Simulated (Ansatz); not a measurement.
Mulliken charges of `ClC1=C(Cl)C1` from r2SCAN/def2-TZVPP in Ansatz (PBE0-D4/def2-TZVP geometry).

```json
{"atom": "Cl1", "x (Å)": "-0.051", "y (Å)": "-1.075", "z (Å)": "2.242", "charge (e)": "-0.035"}
{"atom": "C2", "x (Å)": "-0.018", "y (Å)": "-0.445", "z (Å)": "0.694", "charge (e)": "0.026"}
{"atom": "C3", "x (Å)": "-0.046", "y (Å)": "-0.599", "z (Å)": "-0.582", "charge (e)": "0.026"}
{"atom": "Cl4", "x (Å)": "-0.142", "y (Å)": "-1.578", "z (Å)": "-1.933", "charge (e)": "-0.035"}
{"atom": "C5", "x (Å)": "0.075", "y (Å)": "0.819", "z (Å)": "-0.108", "charge (e)": "-0.095"}
{"atom": "H6", "x (Å)": "1.035", "y (Å)": "1.331", "z (Å)": "-0.190", "charge (e)": "0.057"}
{"atom": "H7", "x (Å)": "-0.791", "y (Å)": "1.480", "z (Å)": "-0.168", "charge (e)": "0.057"}
```

By hand: the dipole of these point charges (1 e Å = 4.8032 D).

Σ q r = (0.012, 0.148, -0.018) e Å, of length 0.150 e Å = 0.72 D.

How does the dipole of the full density compare? (An estimate is asked.)

Computed: (0.010, 0.128, -0.016) e Å, 0.62 D; the point charges give 1.16 times that, at 0° from its direction.

Point charges leave out the atoms' own dipoles, such as those of lone pairs, and Mulliken's split depends on the basis, so the two needn't agree.
